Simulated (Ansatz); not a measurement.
Geometry optimisation, UHF/cc-pVDZ in Ansatz 0.2.0.

input.yaml

```yaml
crystal:
  periodic: [false, false, false]
  atoms:
    - { symbol: C, position_ang: [-0.758, 0.5683, -1.1861] }
    - { symbol: C, position_ang: [-0.6922, -0.198, 0.0546] }
    - { symbol: Si, position_ang: [0.9938, -0.3041, 0.7743] }
    - { symbol: H, position_ang: [-0.6022, 0.1574, -2.1722] }
    - { symbol: H, position_ang: [-1.0108, 1.6701, -1.1674] }
    - { symbol: H, position_ang: [-1.0528, -1.1917, -0.1543] }
    - { symbol: H, position_ang: [-1.3417, 0.2308, 0.807] }
    - { symbol: H, position_ang: [1.5717, 1.0637, 1.1351] }
    - { symbol: H, position_ang: [1.9724, -0.916, -0.1339] }
    - { symbol: H, position_ang: [1.0028, -1.1316, 2.0457] }
magnetization:
  spin_polarized: true
  initial_magnetization: 1
basis:
  gaussian: { orbitals: cc-pVDZ }
hamiltonian:
  xc: hf
relax:
  f_tol: 0.015
  max_steps: 40
```

Launched with:

```bash
$ ansatz run input.yaml --threads 1 --pin off --max-ram 2048MiB --backend cpu --events-out ev --progress --plain --runs-dir out
```

Problem. Where does it end, and by what steps?

Solution. The run converged. After 5 steps the energy has fallen by 0.195 eV; H5 moved furthest, 0.13 Å.

| step | energy less start (eV) | largest force component (eV/Å) | accepted |
| --- | --- | --- | --- |
| 0 | 0.0000 | 2.884 | yes |
| 1 | -0.1676 | 0.800 | yes |
| 2 | -0.1933 | 0.136 | yes |
| 3 | -0.1936 | 0.089 | yes |
| 4 | -0.1942 | 0.079 | yes |
| 5 | -0.1951 | 0.011 | yes |

```xyz
10
Properties=species:S:1:pos:R:3
C -0.821 0.596 -1.201
C -0.740 -0.210 0.058
Si 1.024 -0.293 0.786
H -0.533 0.154 -2.147
H -0.879 1.676 -1.152
H -1.072 -1.238 -0.116
H -1.395 0.208 0.829
H 1.512 1.076 1.109
H 1.957 -0.911 -0.196
H 1.032 -1.110 2.033
```

Time of the run: 21 s on 1 thread of Intel(R) Xeon(R) Platinum 8488C (Sapphire Rapids), on a shared host, peak memory 0.17 GiB.
